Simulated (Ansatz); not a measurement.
# SiH2 (triplet): wB97M-V, HSE06 over a scan of the distance Si1–H2, cc-pVDZ

Aim: run SiH2 (triplet) with these functionals over a scan of the distance Si1–H2, and hold them against the top wave-function level at the same points.

Program: Ansatz 0.2.0, Gaussian basis. Level of theory: cc-pVDZ, all electrons in the functionals. These are calculated values, not measurements.

The runs, in order: wB97M-V, HSE06, at 1.188 Å; 1.365 Å; 1.486 Å; 1.605 Å; 1.817 Å; 2.069 Å; 2.436 Å; 2.798 Å; 3.321 Å; 3.933 Å; 5.068 Å.

17 further runs of the same task are left out: 14 that didn't finish, 3 set aside as unsound or not needed.

## 1. The system

The geometry derives from a PBE0/def2-TZVP stationary point (not a proven minimum). One bond is set to the value named and the two fragments are kept rigid.

3 atoms, charge 0, spin multiplicity 3.

Atoms are counted from 1 here; the program's logs count them from 0.

Bond lengths: Si1–H2 1.486 Å, Si1–H3 1.486 Å. Angles: H2–Si1–H3 118.7°.

Coordinates:

```
Si    0.0000   -0.0507    0.0000
H     0.0000    0.7069   -1.2784
H     0.0000    0.7069    1.2784
```

No dispersion term is added; wB97M-V holds VV10 nonlocal correlation. HSE06 is the plane-wave form.

The geometry shown and the zero of energy belong to the point 1.486 Å. The yardstick, FCI, and other wave-function levels (R restricted, U unrestricted, valence and pair active spaces) come from earlier runs.

## 2. wB97M-V, 1.188 Å

Input file in.yaml:

```yaml
crystal:
  periodic: [false, false, false]
  atoms:
    - {symbol: Si, position_ang: [0.000000, -0.045652, -0.008585]}
    - {symbol: H, position_ang: [0.000000, 0.560052, -1.030577]}
    - {symbol: H, position_ang: [0.000000, 0.712000, 1.269789]}
basis:
  gaussian: {orbitals: cc-pVDZ}
magnetization: {spin_polarized: true, initial_magnetization: 2}
hamiltonian: {xc: {name: wB97M-V}}
output: {orbitals: {seedname: orbitals}}
```

On the command line:

```sh
ansatz run in.yaml --threads 1 --pin off --events-out ev --progress --plain --max-ram 2393MiB
```

Log, shortened:

```text
Functional definition: wB97M-V
  name "wB97M-V"
  cite "Mardirossian & Head-Gordon, J. Chem. Phys. 144, 214110 (2016) doi:10.1063/1.4952647"
  cite "Becke, J. Chem. Phys. 107, 8554 (1997) doi:10.1063/1.475007"
  cite "Vydrov & Van Voorhis, J. Chem. Phys. 133, 244103 (2010) doi:10.1063/1.3521275"
  # Of w^i u^j: cxij and so on, Table III.
[...]
  gx(w, u) = 1 - cx + cx01*u + cx10*w
  gss(w, u) = css00 + css04*u^4 + css10*w + css20*w^2 + css43*w^4*u^3
  gos(w, u) = cos00 + cos10*w + (cos20 + cos21*u)*w^2 + (cos60 + cos61*u)*w^6
[...]
      + integral(e_c_pw_mod_opposite_spin*gos(b97_w_opposite, b97_u_opposite)) + vv10(b, c)
271 factors; integrals over basis functions are off by at most 1.1e-3 eV
103 factors; integrals over basis functions are off by at most 7.2e-6 eV
[...]
mean field -7904.70520782 eV, -290.4925583858 hartree, gradient 3.6e-5 eV, S^2 2.001152; 0 other end points of the search recorded, 0 dependent functions left out
reference -7904.70523571 eV, -290.4925594108 hartree; 9, 7 occupied and 19, 21 virtual orbitals, 271 factors
Total energy: -7904.70523571 eV, -290.4925594108 hartree
```

Run time: 1.6 s. Hardware: 1 thread of Arm Neoverse V2, shared host.

From the report: ⟨S²⟩ of the determinant 2.001 (pure triplet: 2.00).

## 3. wB97M-V, 1.365 Å

Input file in.yaml:

```yaml
crystal:
  periodic: [false, false, false]
  atoms:
    - {symbol: Si, position_ang: [0.000000, -0.048674, -0.003486]}
    - {symbol: H, position_ang: [0.000000, 0.647273, -1.177745]}
    - {symbol: H, position_ang: [0.000000, 0.708978, 1.274888]}
basis:
  gaussian: {orbitals: cc-pVDZ}
magnetization: {spin_polarized: true, initial_magnetization: 2}
hamiltonian: {xc: {name: wB97M-V}}
output: {forces: true, orbitals: {seedname: orbitals}}
```

Same command.

Log, shortened:

```text
Functional definition: wB97M-V
  name "wB97M-V"
  cite "Mardirossian & Head-Gordon, J. Chem. Phys. 144, 214110 (2016) doi:10.1063/1.4952647"
  cite "Becke, J. Chem. Phys. 107, 8554 (1997) doi:10.1063/1.475007"
  cite "Vydrov & Van Voorhis, J. Chem. Phys. 133, 244103 (2010) doi:10.1063/1.3521275"
  # Of w^i u^j: cxij and so on, Table III.
[...]
  gx(w, u) = 1 - cx + cx01*u + cx10*w
  gss(w, u) = css00 + css04*u^4 + css10*w + css20*w^2 + css43*w^4*u^3
  gos(w, u) = cos00 + cos10*w + (cos20 + cos21*u)*w^2 + (cos60 + cos61*u)*w^6
[...]
      + integral(e_c_pw_mod_opposite_spin*gos(b97_w_opposite, b97_u_opposite)) + vv10(b, c)
271 factors; integrals over basis functions are off by at most 1.2e-3 eV
103 factors; integrals over basis functions are off by at most 7.3e-6 eV
[...]
mean field -7905.82398735 eV, -290.5336727753 hartree, gradient 4.8e-5 eV, S^2 2.000998; 0 other end points of the search recorded, 0 dependent functions left out
[...]
reference -7905.82401539 eV, -290.5336738054 hartree; 9, 7 occupied and 19, 21 virtual orbitals, 271 factors
Total energy: -7905.82401539 eV, -290.5336738054 hartree
Atom 0 at     0.000000    -0.048674    -0.003486 Å, force     0.000000    -1.501513     2.449072 eV/Å
Atom 1 at     0.000000     0.647273    -1.177745 Å, force    -0.000000     1.475219    -2.542441 eV/Å
Atom 2 at     0.000000     0.708978     1.274888 Å, force     0.000000     0.026294     0.093369 eV/Å
Dipole moment:     0.000000    -0.013663    -0.021502 e Å
```

Wall time 1.9 s (1 thread of Arm Neoverse V2, shared host).

From the report: ⟨S²⟩ of the determinant 2.001 (pure triplet: 2.00).

## 4. wB97M-V, 1.486 Å

Input file in.yaml:

```yaml
crystal:
  periodic: [false, false, false]
  atoms:
    - {symbol: Si, position_ang: [0.000000, -0.050740, 0.000000]}
    - {symbol: H, position_ang: [0.000000, 0.706913, -1.278374]}
    - {symbol: H, position_ang: [0.000000, 0.706912, 1.278374]}
basis:
  gaussian: {orbitals: cc-pVDZ}
magnetization: {spin_polarized: true, initial_magnetization: 2}
hamiltonian: {xc: {name: wB97M-V}}
output: {orbitals: {seedname: orbitals}}
```

Launched as before.

Log, shortened:

```text
Functional definition: wB97M-V
  name "wB97M-V"
  cite "Mardirossian & Head-Gordon, J. Chem. Phys. 144, 214110 (2016) doi:10.1063/1.4952647"
  cite "Becke, J. Chem. Phys. 107, 8554 (1997) doi:10.1063/1.475007"
  cite "Vydrov & Van Voorhis, J. Chem. Phys. 133, 244103 (2010) doi:10.1063/1.3521275"
  # Of w^i u^j: cxij and so on, Table III.
[...]
  gx(w, u) = 1 - cx + cx01*u + cx10*w
  gss(w, u) = css00 + css04*u^4 + css10*w + css20*w^2 + css43*w^4*u^3
  gos(w, u) = cos00 + cos10*w + (cos20 + cos21*u)*w^2 + (cos60 + cos61*u)*w^6
[...]
      + integral(e_c_pw_mod_opposite_spin*gos(b97_w_opposite, b97_u_opposite)) + vv10(b, c)
271 factors; integrals over basis functions are off by at most 1.2e-3 eV
103 factors; integrals over basis functions are off by at most 1.2e-5 eV
[...]
mean field -7905.99493881 eV, -290.5399551254 hartree, gradient 8.3e-6 eV, S^2 2.000904; 0 other end points of the search recorded, 0 dependent functions left out
reference -7905.99496698 eV, -290.5399561607 hartree; 9, 7 occupied and 19, 21 virtual orbitals, 271 factors
Total energy: -7905.99496698 eV, -290.5399561607 hartree
```

Run time: 1.6 s. Hardware: 1 thread of Arm Neoverse V2, shared host.

From the report: ⟨S²⟩ of the determinant 2.001 (pure triplet: 2.00).

## 5. wB97M-V, 1.605 Å

Input file in.yaml:

```yaml
crystal:
  periodic: [false, false, false]
  atoms:
    - {symbol: Si, position_ang: [0.000000, -0.052771, 0.003427]}
    - {symbol: H, position_ang: [0.000000, 0.765540, -1.377294]}
    - {symbol: H, position_ang: [0.000000, 0.704881, 1.281801]}
basis:
  gaussian: {orbitals: cc-pVDZ}
magnetization: {spin_polarized: true, initial_magnetization: 2}
hamiltonian: {xc: {name: wB97M-V}}
output: {forces: true, orbitals: {seedname: orbitals}}
```

Launched as before.

Log, shortened:

```text
Functional definition: wB97M-V
  name "wB97M-V"
  cite "Mardirossian & Head-Gordon, J. Chem. Phys. 144, 214110 (2016) doi:10.1063/1.4952647"
  cite "Becke, J. Chem. Phys. 107, 8554 (1997) doi:10.1063/1.475007"
  cite "Vydrov & Van Voorhis, J. Chem. Phys. 133, 244103 (2010) doi:10.1063/1.3521275"
  # Of w^i u^j: cxij and so on, Table III.
[...]
  gx(w, u) = 1 - cx + cx01*u + cx10*w
  gss(w, u) = css00 + css04*u^4 + css10*w + css20*w^2 + css43*w^4*u^3
  gos(w, u) = cos00 + cos10*w + (cos20 + cos21*u)*w^2 + (cos60 + cos61*u)*w^6
[...]
      + integral(e_c_pw_mod_opposite_spin*gos(b97_w_opposite, b97_u_opposite)) + vv10(b, c)
272 factors; integrals over basis functions are off by at most 1.2e-3 eV
103 factors; integrals over basis functions are off by at most 1.2e-5 eV
[...]
mean field -7905.90301649 eV, -290.5365770426 hartree, gradient 2.5e-5 eV, S^2 2.000864; 0 other end points of the search recorded, 0 dependent functions left out
[...]
reference -7905.90304481 eV, -290.5365780831 hartree; 9, 7 occupied and 19, 21 virtual orbitals, 272 factors
Total energy: -7905.90304481 eV, -290.5365780831 hartree
Atom 0 at     0.000000    -0.052771     0.003427 Å, force     0.000000     0.658119    -1.441158 eV/Å
Atom 1 at     0.000000     0.765540    -1.377294 Å, force    -0.000000    -0.757075     1.317354 eV/Å
Atom 2 at     0.000000     0.704881     1.281801 Å, force     0.000000     0.098956     0.123804 eV/Å
Dipole moment:     0.000000    -0.030965     0.024222 e Å
```

Run time: 2 s. Hardware: 1 thread of Arm Neoverse V2, shared host.

From the report: ⟨S²⟩ of the determinant 2.001 (pure triplet: 2.00).

From 1.486 Å: +2.1 kcal/mol.

## 6. wB97M-V, 1.817 Å

Input file in.yaml:

```yaml
crystal:
  periodic: [false, false, false]
  atoms:
    - {symbol: Si, position_ang: [0.000000, -0.056390, 0.009534]}
    - {symbol: H, position_ang: [0.000000, 0.870009, -1.553563]}
    - {symbol: H, position_ang: [0.000000, 0.701262, 1.287908]}
basis:
  gaussian: {orbitals: cc-pVDZ}
magnetization: {spin_polarized: true, initial_magnetization: 2}
hamiltonian: {xc: {name: wB97M-V}}
output: {orbitals: {seedname: orbitals}}
```

Same command.

Log, shortened:

```text
Functional definition: wB97M-V
  name "wB97M-V"
  cite "Mardirossian & Head-Gordon, J. Chem. Phys. 144, 214110 (2016) doi:10.1063/1.4952647"
  cite "Becke, J. Chem. Phys. 107, 8554 (1997) doi:10.1063/1.475007"
  cite "Vydrov & Van Voorhis, J. Chem. Phys. 133, 244103 (2010) doi:10.1063/1.3521275"
  # Of w^i u^j: cxij and so on, Table III.
[...]
  gx(w, u) = 1 - cx + cx01*u + cx10*w
  gss(w, u) = css00 + css04*u^4 + css10*w + css20*w^2 + css43*w^4*u^3
  gos(w, u) = cos00 + cos10*w + (cos20 + cos21*u)*w^2 + (cos60 + cos61*u)*w^6
[...]
      + integral(e_c_pw_mod_opposite_spin*gos(b97_w_opposite, b97_u_opposite)) + vv10(b, c)
272 factors; integrals over basis functions are off by at most 1.3e-3 eV
103 factors; integrals over basis functions are off by at most 1.2e-5 eV
[...]
mean field -7905.41663538 eV, -290.5187028664 hartree, gradient 6.9e-5 eV, S^2 2.001456; 0 other end points of the search recorded, 0 dependent functions left out
reference -7905.41666414 eV, -290.5187039234 hartree; 9, 7 occupied and 19, 21 virtual orbitals, 272 factors
Total energy: -7905.41666414 eV, -290.5187039234 hartree
```

Wall time 1.8 s (1 thread of Arm Neoverse V2, shared host).

From the report: ⟨S²⟩ of the determinant 2.001 (pure triplet: 2.00).

From 1.486 Å: +13.3 kcal/mol.

## 7. wB97M-V, 2.069 Å

Input file in.yaml:

```yaml
crystal:
  periodic: [false, false, false]
  atoms:
    - {symbol: Si, position_ang: [0.000000, -0.060692, 0.016793]}
    - {symbol: H, position_ang: [0.000000, 0.994190, -1.763090]}
    - {symbol: H, position_ang: [0.000000, 0.696960, 1.295167]}
basis:
  gaussian: {orbitals: cc-pVDZ}
magnetization: {spin_polarized: true, initial_magnetization: 2}
hamiltonian: {xc: {name: wB97M-V}}
output: {forces: true, orbitals: {seedname: orbitals}}
```

The command is unchanged.

Log, shortened:

```text
Functional definition: wB97M-V
  name "wB97M-V"
  cite "Mardirossian & Head-Gordon, J. Chem. Phys. 144, 214110 (2016) doi:10.1063/1.4952647"
  cite "Becke, J. Chem. Phys. 107, 8554 (1997) doi:10.1063/1.475007"
  cite "Vydrov & Van Voorhis, J. Chem. Phys. 133, 244103 (2010) doi:10.1063/1.3521275"
  # Of w^i u^j: cxij and so on, Table III.
[...]
  gx(w, u) = 1 - cx + cx01*u + cx10*w
  gss(w, u) = css00 + css04*u^4 + css10*w + css20*w^2 + css43*w^4*u^3
  gos(w, u) = cos00 + cos10*w + (cos20 + cos21*u)*w^2 + (cos60 + cos61*u)*w^6
[...]
      + integral(e_c_pw_mod_opposite_spin*gos(b97_w_opposite, b97_u_opposite)) + vv10(b, c)
273 factors; integrals over basis functions are off by at most 1.4e-3 eV
103 factors; integrals over basis functions are off by at most 1.3e-5 eV
[...]
mean field -7904.67693580 eV, -290.4915194081 hartree, gradient 3.2e-5 eV, S^2 2.009292; 0 other end points of the search recorded, 0 dependent functions left out
[...]
reference -7904.67696494 eV, -290.4915204792 hartree; 9, 7 occupied and 19, 21 virtual orbitals, 273 factors
Total energy: -7904.67696494 eV, -290.4915204792 hartree
Atom 0 at     0.000000    -0.060692     0.016793 Å, force     0.000000     1.186670    -2.777098 eV/Å
Atom 1 at     0.000000     0.994190    -1.763090 Å, force     0.000000    -1.426385     2.493554 eV/Å
Atom 2 at     0.000000     0.696960     1.295167 Å, force     0.000000     0.239715     0.283544 eV/Å
Dipole moment:     0.000000    -0.063198     0.117155 e Å
```

It took 2 s on 1 thread of Arm Neoverse V2, shared host.

From the report: ⟨S²⟩ of the determinant 2.009 (pure triplet: 2.00).

From 1.486 Å: +30.4 kcal/mol.

## 8. wB97M-V, 2.436 Å

Input file in.yaml:

```yaml
crystal:
  periodic: [false, false, false]
  atoms:
    - {symbol: Si, position_ang: [0.000000, -0.066958, 0.027365]}
    - {symbol: H, position_ang: [0.000000, 1.175040, -2.068235]}
    - {symbol: H, position_ang: [0.000000, 0.690694, 1.305739]}
basis:
  gaussian: {orbitals: cc-pVDZ}
magnetization: {spin_polarized: true, initial_magnetization: 2}
hamiltonian: {xc: {name: wB97M-V}}
output: {forces: true, orbitals: {seedname: orbitals}}
```

Launched as before.

Log, shortened:

```text
Functional definition: wB97M-V
  name "wB97M-V"
  cite "Mardirossian & Head-Gordon, J. Chem. Phys. 144, 214110 (2016) doi:10.1063/1.4952647"
  cite "Becke, J. Chem. Phys. 107, 8554 (1997) doi:10.1063/1.475007"
  cite "Vydrov & Van Voorhis, J. Chem. Phys. 133, 244103 (2010) doi:10.1063/1.3521275"
  # Of w^i u^j: cxij and so on, Table III.
[...]
  gx(w, u) = 1 - cx + cx01*u + cx10*w
  gss(w, u) = css00 + css04*u^4 + css10*w + css20*w^2 + css43*w^4*u^3
  gos(w, u) = cos00 + cos10*w + (cos20 + cos21*u)*w^2 + (cos60 + cos61*u)*w^6
[...]
      + integral(e_c_pw_mod_opposite_spin*gos(b97_w_opposite, b97_u_opposite)) + vv10(b, c)
275 factors; integrals over basis functions are off by at most 1.2e-3 eV
103 factors; integrals over basis functions are off by at most 1.5e-5 eV
[...]
mean field -7903.87700632 eV, -290.4621225420 hartree, gradient 1.6e-5 eV, S^2 2.045741; 1 other end points of the search recorded, 0 dependent functions left out
[...]
reference -7903.87703612 eV, -290.4621236370 hartree; 9, 7 occupied and 19, 21 virtual orbitals, 275 factors
Total energy: -7903.87703612 eV, -290.4621236370 hartree
Atom 0 at     0.000000    -0.066958     0.027365 Å, force    -0.000000     0.224470    -1.682128 eV/Å
Atom 1 at     0.000000     1.175040    -2.068235 Å, force     0.000000    -0.625603     1.134212 eV/Å
Atom 2 at     0.000000     0.690694     1.305739 Å, force     0.000000     0.401134     0.547916 eV/Å
Dipole moment:    -0.000000    -0.011757     0.080448 e Å
```

Wall time 2.5 s (1 thread of Arm Neoverse V2, shared host).

From the report: ⟨S²⟩ of the determinant 2.046 (pure triplet: 2.00).

From 1.486 Å: +48.8 kcal/mol.

## 9. wB97M-V, 2.798 Å

Input file in.yaml:

```yaml
crystal:
  periodic: [false, false, false]
  atoms:
    - {symbol: Si, position_ang: [0.000000, -0.073138, 0.037792]}
    - {symbol: H, position_ang: [0.000000, 1.353426, -2.369222]}
    - {symbol: H, position_ang: [0.000000, 0.684514, 1.316166]}
basis:
  gaussian: {orbitals: cc-pVDZ}
magnetization: {spin_polarized: true, initial_magnetization: 2}
hamiltonian: {xc: {name: wB97M-V}}
output: {orbitals: {seedname: orbitals}}
```

Same command.

Log, shortened:

```text
Functional definition: wB97M-V
  name "wB97M-V"
  cite "Mardirossian & Head-Gordon, J. Chem. Phys. 144, 214110 (2016) doi:10.1063/1.4952647"
  cite "Becke, J. Chem. Phys. 107, 8554 (1997) doi:10.1063/1.475007"
  cite "Vydrov & Van Voorhis, J. Chem. Phys. 133, 244103 (2010) doi:10.1063/1.3521275"
  # Of w^i u^j: cxij and so on, Table III.
[...]
  gx(w, u) = 1 - cx + cx01*u + cx10*w
  gss(w, u) = css00 + css04*u^4 + css10*w + css20*w^2 + css43*w^4*u^3
  gos(w, u) = cos00 + cos10*w + (cos20 + cos21*u)*w^2 + (cos60 + cos61*u)*w^6
[...]
      + integral(e_c_pw_mod_opposite_spin*gos(b97_w_opposite, b97_u_opposite)) + vv10(b, c)
275 factors; integrals over basis functions are off by at most 5.6e-4 eV
103 factors; integrals over basis functions are off by at most 2.9e-5 eV
[...]
mean field -7903.62447303 eV, -290.4528421147 hartree, gradient 1.2e-5 eV, S^2 2.018897; 1 other end points of the search recorded, 0 dependent functions left out
reference -7903.62450369 eV, -290.4528432414 hartree; 9, 7 occupied and 19, 21 virtual orbitals, 275 factors
Total energy: -7903.62450369 eV, -290.4528432414 hartree
```

Wall time 3 s (1 thread of Arm Neoverse V2, shared host).

From the report: ⟨S²⟩ of the determinant 2.019 (pure triplet: 2.00).

From 1.486 Å: +54.7 kcal/mol.

## 10. wB97M-V, 3.321 Å

Input file in.yaml:

```yaml
crystal:
  periodic: [false, false, false]
  atoms:
    - {symbol: Si, position_ang: [0.000000, -0.082067, 0.052858]}
    - {symbol: H, position_ang: [0.000000, 1.611149, -2.804074]}
    - {symbol: H, position_ang: [0.000000, 0.675585, 1.331232]}
basis:
  gaussian: {orbitals: cc-pVDZ}
magnetization: {spin_polarized: true, initial_magnetization: 2}
hamiltonian: {xc: {name: wB97M-V}}
output: {orbitals: {seedname: orbitals}}
```

Same command.

Log, shortened:

```text
Functional definition: wB97M-V
  name "wB97M-V"
  cite "Mardirossian & Head-Gordon, J. Chem. Phys. 144, 214110 (2016) doi:10.1063/1.4952647"
  cite "Becke, J. Chem. Phys. 107, 8554 (1997) doi:10.1063/1.475007"
  cite "Vydrov & Van Voorhis, J. Chem. Phys. 133, 244103 (2010) doi:10.1063/1.3521275"
  # Of w^i u^j: cxij and so on, Table III.
[...]
  gx(w, u) = 1 - cx + cx01*u + cx10*w
  gss(w, u) = css00 + css04*u^4 + css10*w + css20*w^2 + css43*w^4*u^3
  gos(w, u) = cos00 + cos10*w + (cos20 + cos21*u)*w^2 + (cos60 + cos61*u)*w^6
[...]
      + integral(e_c_pw_mod_opposite_spin*gos(b97_w_opposite, b97_u_opposite)) + vv10(b, c)
276 factors; integrals over basis functions are off by at most 5.6e-4 eV
103 factors; integrals over basis functions are off by at most 6.4e-5 eV
[...]
mean field -7903.55989054 eV, -290.4504687522 hartree, gradient 5.8e-6 eV, S^2 2.002857; 1 other end points of the search recorded, 0 dependent functions left out
reference -7903.55992213 eV, -290.4504699130 hartree; 9, 7 occupied and 19, 21 virtual orbitals, 276 factors
Total energy: -7903.55992213 eV, -290.4504699130 hartree
```

Run time: 4.5 s. Hardware: 1 thread of Arm Neoverse V2, shared host.

From the report: ⟨S²⟩ of the determinant 2.003 (pure triplet: 2.00).

From 1.486 Å: +56.2 kcal/mol.

## 11. wB97M-V, 3.933 Å

Input file in.yaml:

```yaml
crystal:
  periodic: [false, false, false]
  atoms:
    - {symbol: Si, position_ang: [0.000000, -0.092515, 0.070487]}
    - {symbol: H, position_ang: [0.000000, 1.912730, -3.312926]}
    - {symbol: H, position_ang: [0.000000, 0.665137, 1.348861]}
basis:
  gaussian: {orbitals: cc-pVDZ}
magnetization: {spin_polarized: true, initial_magnetization: 2}
hamiltonian: {xc: {name: wB97M-V}}
output: {forces: true, orbitals: {seedname: orbitals}}
```

Same command.

Log, shortened:

```text
Functional definition: wB97M-V
  name "wB97M-V"
  cite "Mardirossian & Head-Gordon, J. Chem. Phys. 144, 214110 (2016) doi:10.1063/1.4952647"
  cite "Becke, J. Chem. Phys. 107, 8554 (1997) doi:10.1063/1.475007"
  cite "Vydrov & Van Voorhis, J. Chem. Phys. 133, 244103 (2010) doi:10.1063/1.3521275"
  # Of w^i u^j: cxij and so on, Table III.
[...]
  gx(w, u) = 1 - cx + cx01*u + cx10*w
  gss(w, u) = css00 + css04*u^4 + css10*w + css20*w^2 + css43*w^4*u^3
  gos(w, u) = cos00 + cos10*w + (cos20 + cos21*u)*w^2 + (cos60 + cos61*u)*w^6
[...]
      + integral(e_c_pw_mod_opposite_spin*gos(b97_w_opposite, b97_u_opposite)) + vv10(b, c)
276 factors; integrals over basis functions are off by at most 5.6e-4 eV
103 factors; integrals over basis functions are off by at most 1.0e-4 eV
[...]
mean field -7903.55666809 eV, -290.4503503292 hartree, gradient 9.1e-9 eV, S^2 2.001410; 1 other end points of the search recorded, 0 dependent functions left out
[...]
reference -7903.55670165 eV, -290.4503515623 hartree; 9, 7 occupied and 19, 21 virtual orbitals, 276 factors
Total energy: -7903.55670165 eV, -290.4503515623 hartree
Atom 0 at     0.000000    -0.092515     0.070487 Å, force    -0.000000    -0.456905    -0.752119 eV/Å
Atom 1 at     0.000000     1.912730    -3.312926 Å, force     0.000000     0.002877     0.000672 eV/Å
Atom 2 at     0.000000     0.665137     1.348861 Å, force     0.000000     0.454028     0.751447 eV/Å
Dipole moment:     0.000000     0.031799     0.036723 e Å
```

Wall time 7 s (1 thread of Arm Neoverse V2, shared host).

From the report: ⟨S²⟩ of the determinant 2.001 (pure triplet: 2.00).

From 1.486 Å: +56.2 kcal/mol.

## 12. wB97M-V, 5.068 Å

Input file in.yaml:

```yaml
crystal:
  periodic: [false, false, false]
  atoms:
    - {symbol: Si, position_ang: [0.000000, -0.111892, 0.103181]}
    - {symbol: H, position_ang: [0.000000, 2.472034, -4.256629]}
    - {symbol: H, position_ang: [0.000000, 0.645760, 1.381555]}
basis:
  gaussian: {orbitals: cc-pVDZ}
magnetization: {spin_polarized: true, initial_magnetization: 2}
hamiltonian: {xc: {name: wB97M-V}}
output: {orbitals: {seedname: orbitals}}
```

The command is unchanged.

Log, shortened:

```text
Functional definition: wB97M-V
  name "wB97M-V"
  cite "Mardirossian & Head-Gordon, J. Chem. Phys. 144, 214110 (2016) doi:10.1063/1.4952647"
  cite "Becke, J. Chem. Phys. 107, 8554 (1997) doi:10.1063/1.475007"
  cite "Vydrov & Van Voorhis, J. Chem. Phys. 133, 244103 (2010) doi:10.1063/1.3521275"
  # Of w^i u^j: cxij and so on, Table III.
[...]
  gx(w, u) = 1 - cx + cx01*u + cx10*w
  gss(w, u) = css00 + css04*u^4 + css10*w + css20*w^2 + css43*w^4*u^3
  gos(w, u) = cos00 + cos10*w + (cos20 + cos21*u)*w^2 + (cos60 + cos61*u)*w^6
[...]
      + integral(e_c_pw_mod_opposite_spin*gos(b97_w_opposite, b97_u_opposite)) + vv10(b, c)
274 factors; integrals over basis functions are off by at most 5.6e-4 eV
103 factors; integrals over basis functions are off by at most 1.3e-4 eV
[...]
mean field -7903.55371913 eV, -290.4502419568 hartree, gradient 4.8e-6 eV, S^2 2.001349; 1 other end points of the search recorded, 0 dependent functions left out
reference -7903.55375596 eV, -290.4502433105 hartree; 9, 7 occupied and 19, 21 virtual orbitals, 274 factors
Total energy: -7903.55375596 eV, -290.4502433105 hartree
```

It took 8 s on 1 thread of Arm Neoverse V2, shared host.

From the report: ⟨S²⟩ of the determinant 2.001 (pure triplet: 2.00).

From 1.486 Å: +56.3 kcal/mol.

[end of part 1 of 2]
